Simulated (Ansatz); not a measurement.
# How far each method lies from full CI for GaH2, doublet

Geometry: that of the GaH2⁻, triplet, kept fixed.

```xyz
3

Ga    0.0000   -0.0224    0.0000
H     0.0000    0.7758   -1.3990
H     0.0000    0.7758    1.3990
```

Basis aug-cc-pVDZ; Ansatz 0.2.0. Correlated methods freeze the noble-gas cores and the filled d shells of p-block atoms, which leaves 5 electrons in 40 orbitals. Prefix R: restricted or restricted open-shell reference; prefix U: unrestricted. Active spaces: valence = (5e, 6o) chosen from the atoms' valence shells. No spin–orbit coupling is included, and no scalar relativity.

Full CI is exact within this basis and frozen core; it isn't the basis-set limit. The frozen core follows each run's orbitals, which can shift R against U totals by a few meV for light atoms and by up to 0.1 eV past Ca.

For open shells CISD is restricted-active-space CI with the open shells as a complete middle space.

```
UHF ⟨S²⟩                          : 0.756
T1 diagnostic (RCCSD)             : 0.0205
largest doubles amplitude (RCCSD) : 0.026
```

| level | E − E(full CI) (mEh) | share of correlation (%) | wall time |
| --- | --- | --- | --- |
| RHF | 80.89 | 0.00 | – |
| RMP2 | 21.72 | 73.15 | – |
| CISD | 3.61 | 95.53 | 1.1 s |
| RCCSD | 1.79 | 97.79 | – |
| RCCSD(T) | 0.49 | 99.40 | 3.2 s |
| BCCD(T) | 0.48 | 99.41 | 2 s |
| RCCSDT | -0.01 | 100.01 | – |
| RCCSDT(Q) | -0.02 | 100.03 | 14 s |
| CASSCF (valence space) | 46.44 | 42.59 | – |
| NEVPT2 (valence space) | 15.41 | 80.95 | 1.8 s |
| MRCISD (valence space) | 1.04 | 98.72 | – |
| MRCISD+Q (valence space) | -0.43 | 100.53 | 2.3 s |

The correlation energy at full CI, counted from RHF, is -2.201 eV. That run took 18 s on 1 thread of Arm Neoverse V1, shared host over 1,948,494 determinants.

Run but not shown, since their state, orbitals or frozen core can't be matched to the reference's or they repeat it: UHF, UMP2, UCCSD, UCCSD(T), UCCSDT, UCCSDT(Q).

Times hold each run's SCF and search for its determinant on a shared host, so for small cases they say little of a method's own cost; they ran on 1 thread of Arm Neoverse V1. Some runs computed forces too.

More than 5 meV below full CI, which no variational method can be: MRCISD+Q (valence space).

The full-CI state has the irrep A1 of C2v, in the program's axes.

Natural occupations of full CI about the gap: 1.952 1.940 0.990 0.029 0.021 0.018 0.008 0.008 0.007 0.006; effectively unpaired electrons, Σ n²(2−n)², 1.03.
